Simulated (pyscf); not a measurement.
A first-order saddle from PySCF, ωB97X-D3(BJ)/def2-SVP:

```xyz
11

Si    -2.4592     0.8896    -0.6945
S     -0.7477    -0.9888    -0.7519
Si     0.8642     0.3396    -1.1386
H     -3.0266     2.1530    -0.1081
H     -3.5521    -0.1070    -0.7448
H     -1.8828     1.3663    -1.9817
H      2.1620    -0.2356    -0.6926
H      0.9429     0.6862    -2.5852
H      0.5983     1.6048    -0.3757
H     -1.8190     0.7442     0.9085
H     -1.3355     0.0238     0.5284
```

Surface: singlet, charge 0. Lowest wavenumbers (cm⁻¹): 1304i, 95, 120, 188, 252.

What reaction is this the transition state of?

H₃Si–S–SiH₃ (SMILES [SiH3]S[SiH3]) + H₂ (SMILES [H][H]) <-> SiH₄ (SMILES [SiH4]) + H₃Si–SH (SMILES [SiH3]S), a four-centre exchange read from left to right: S–Si, H–H broken and H–Si, H–S formed. At ωB97M-D3(BJ)/def2-TZVP it lies +233.0 kJ/mol from the left side and +195.4 kJ/mol from the right (each side as separated species at their lowest minima found). One saddle was located; it need not be the lowest between these sides.
